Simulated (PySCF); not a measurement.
Atomic charges against the basis set

Species: N-methylacetamide, C₃H₇NO.
Structure used (PBE0-D3(BJ)/def2-SVP), in Å, numbered top down from 1:
```xyz
12
C3H7NO angstrom
C      1.866    0.091    0.306
N      0.531   -0.397    0.079
C     -0.525    0.459    0.050
C     -1.872   -0.173   -0.229
O     -0.386    1.655    0.214
H      2.134    0.863   -0.432
H      1.966    0.547    1.304
H      2.578   -0.741    0.225
H      0.375   -1.386   -0.046
H     -2.624    0.317    0.404
H     -1.897   -1.258   -0.056
H     -2.146    0.024   -1.276
```

PBE0 throughout (PySCF), one geometry, spherical d and f functions. Isolated species at its PBE0-D3(BJ)/def2-SVP geometry (one conformer only). Atoms taken as equivalent share a column and are averaged. The first 7 of 8 kinds of atom are listed.

Mulliken charges (e):

```
        basis  functions      C1      N2      C3      C4      O5  H6/H7/H8      H9
       STO-3G         32  -0.144  -0.322  +0.224  -0.260  -0.253    +0.094  +0.210
        6-31G         59  -0.305  -0.682  +0.534  -0.568  -0.465    +0.188  +0.345
       6-31G*         84  -0.367  -0.622  +0.583  -0.634  -0.486    +0.192  +0.352
     def2-SVP        105  +0.053  -0.258  +0.085  -0.060  -0.293    +0.052  +0.135
     pcSseg-1        120  -0.089  -0.519  +0.358  -0.277  -0.440    +0.122  +0.193
6-311+G(2d,p)        177  -0.311  -0.286  +0.540  -0.611  -0.522    +0.156  +0.236
    def2-TZVP        197  -0.260  -0.307  +0.296  -0.384  -0.382    +0.136  +0.227
```

IAO charges (e):

```
        basis  functions      C1      N2      C3      C4      O5  H6/H7/H8      H9
       STO-3G         32  -0.312  -0.272  +0.218  -0.438  -0.265    +0.141  +0.220
        6-31G         59  -0.332  -0.330  +0.390  -0.488  -0.484    +0.158  +0.273
       6-31G*         84  -0.304  -0.340  +0.434  -0.473  -0.503    +0.150  +0.266
     def2-SVP        105  -0.294  -0.329  +0.426  -0.464  -0.498    +0.145  +0.264
     pcSseg-1        120  -0.302  -0.341  +0.434  -0.470  -0.512    +0.150  +0.268
6-311+G(2d,p)        177  -0.316  -0.350  +0.442  -0.483  -0.524    +0.155  +0.277
    def2-TZVP        197  -0.315  -0.349  +0.445  -0.484  -0.522    +0.154  +0.276
```

Hirshfeld charges (e):

```json
{"basis": "STO-3G", "functions": "32", "C1": "+0.032", "N2": "-0.148", "C3": "+0.142", "C4": "-0.052", "O5": "-0.223", "H6/H7/H8": "+0.023", "H9": "+0.114"}
{"basis": "6-31G", "functions": "59", "C1": "-0.048", "N2": "-0.113", "C3": "+0.167", "C4": "-0.105", "O5": "-0.311", "H6/H7/H8": "+0.045", "H9": "+0.130"}
{"basis": "6-31G*", "functions": "84", "C1": "-0.048", "N2": "-0.110", "C3": "+0.163", "C4": "-0.103", "O5": "-0.310", "H6/H7/H8": "+0.044", "H9": "+0.130"}
{"basis": "def2-SVP", "functions": "105", "C1": "-0.063", "N2": "-0.101", "C3": "+0.172", "C4": "-0.123", "O5": "-0.300", "H6/H7/H8": "+0.045", "H9": "+0.133"}
{"basis": "pcSseg-1", "functions": "120", "C1": "-0.063", "N2": "-0.110", "C3": "+0.171", "C4": "-0.123", "O5": "-0.301", "H6/H7/H8": "+0.047", "H9": "+0.133"}
{"basis": "6-311+G(2d,p)", "functions": "177", "C1": "-0.061", "N2": "-0.117", "C3": "+0.159", "C4": "-0.121", "O5": "-0.300", "H6/H7/H8": "+0.049", "H9": "+0.135"}
{"basis": "def2-TZVP", "functions": "197", "C1": "-0.066", "N2": "-0.114", "C3": "+0.164", "C4": "-0.125", "O5": "-0.299", "H6/H7/H8": "+0.048", "H9": "+0.137"}
```

Some averages cover members that differ in this geometry, most widely: H6/H7/H8, Mulliken in 6-31G +0.165 to +0.201; H6/H7/H8, Mulliken in 6-311+G(2d,p) +0.137 to +0.169; H6/H7/H8, Mulliken in 6-31G* +0.172 to +0.204 e.

Which scheme is steadiest as the basis changes?

Largest range over the bases for any column: Hirshfeld 0.10 e, IAO 0.26 e, Mulliken 0.57 e. Hirshfeld charges move least and Mulliken charges most, counted in e. Without the minimal STO-3G basis the ranges are Hirshfeld 0.02, IAO 0.05, Mulliken 0.57 e.

How much do the charges still move between the two largest bases, 6-311+G(2d,p) and def2-TZVP?

At most, over all atoms: Mulliken 0.244 e, IAO 0.003 e, Hirshfeld 0.005 e.

What do the same runs give for the total energy, the frontier levels and the dipole moment?

```csv
basis,energy (Eh),HOMO (eV),LUMO (eV),μ (D)
STO-3G,-245.0498,-3.54,4.45,2.78
6-31G,-248.1584,-6.94,1.13,3.96
6-31G*,-248.2310,-6.88,1.27,3.73
def2-SVP,-248.0579,-7.01,1.11,3.76
pcSseg-1,-248.2130,-7.19,0.94,3.87
"6-311+G(2d,p)",-248.3151,-7.29,0.01,3.92
def2-TZVP,-248.3351,-7.23,0.78,3.87
```

The dipole is fixed by the density alone, so its range of 1.18 D shows that the density itself changes with the basis, not only its division among atoms.
